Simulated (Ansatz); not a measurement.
[GeH3···H···N], quartet: transfer scan

Starting geometry:

```yaml
atoms:
  - { symbol: Ge, position_ang: [-0.5040, 0.0000, 0.0000] }
  - { symbol: H, position_ang: [-1.0155, 1.4466, 0.0000] }
  - { symbol: H, position_ang: [-1.0155, -0.7233, 1.2528] }
  - { symbol: H, position_ang: [-1.0155, -0.7233, -1.2528] }
  - { symbol: H, position_ang: [1.0303, 0.0000, 0.0000] }
  - { symbol: N, position_ang: [2.7590, 0.0000, 0.0000] }
```

From there H5 is moved from one fragment to the other while all else, the fragments' distance too, stays fixed, so the hump isn't the reaction's barrier; atoms are numbered as listed. Energies are in eV, counted from the starting geometry at the same level. Kohn–Sham curves are unrestricted where that lies lower.

Basis cc-pVDZ; Ansatz 0.2.0. Only valence electrons are correlated (noble-gas cores and the filled d shells of p-block atoms frozen). R marks a restricted (for open shells ROHF) determinant, U an unrestricted one. No spin–orbit coupling is included, and no scalar relativity.

In so small a basis the reference is far from its limit while semilocal and hybrid functionals are nearer theirs (RPA and double hybrids share much of the reference's basis error), so the functionals' errors here hold much of the reference's basis and frozen-core error, which can add to them or hide them.

Full CI isn't at hand for all of this; UCCSDT(Q) serves as the reference, and is uncertain by about the last step of the cluster series.

| distance Ge1-H5 (Å) | UCCSDT(Q) | PBE | BLYP | r2SCAN | B97M-V | PBE0 | B3LYP | wB97M-V | B2PLYP | RPA-PBE |
| --- | --- | --- | --- | --- | --- | --- | --- | --- | --- | --- |
| 1.427 | 0.055 | 0.159 | 0.157 | 0.110 | 0.086 | 0.106 | 0.113 | 0.070 | 0.077 | 0.058 |
| 1.534 | 0.000 | 0.000 | 0.000 | 0.000 | 0.000 | 0.000 | 0.000 | 0.000 | 0.000 | 0.000 |
| 1.633 | 0.124 | -0.006 | -0.004 | 0.040 | 0.061 | 0.054 | 0.045 | 0.094 | 0.090 | 0.107 |
| 1.731 | 0.319 | 0.038 | 0.043 | 0.131 | 0.168 | 0.161 | 0.142 | 0.243 | 0.240 | 0.266 |
| 1.829 | 0.493 | 0.065 | 0.075 | 0.202 | 0.259 | 0.243 | 0.217 | 0.360 | 0.362 | 0.390 |
| 1.928 | 0.560 | 0.038 | 0.052 | 0.206 | 0.289 | 0.243 | 0.215 | 0.369 | 0.385 | 0.416 |
| 2.026 | 0.496 | -0.043 | -0.024 | 0.134 | 0.242 | 0.151 | 0.129 | 0.261 | 0.293 | 0.337 |
| 2.125 | 0.371 | -0.120 | -0.098 | 0.042 | 0.157 | 0.030 | 0.021 | 0.115 | 0.158 | 0.222 |
| 2.223 | 0.347 | -0.072 | -0.050 | 0.060 | 0.160 | 0.022 | 0.024 | 0.085 | 0.131 | 0.216 |
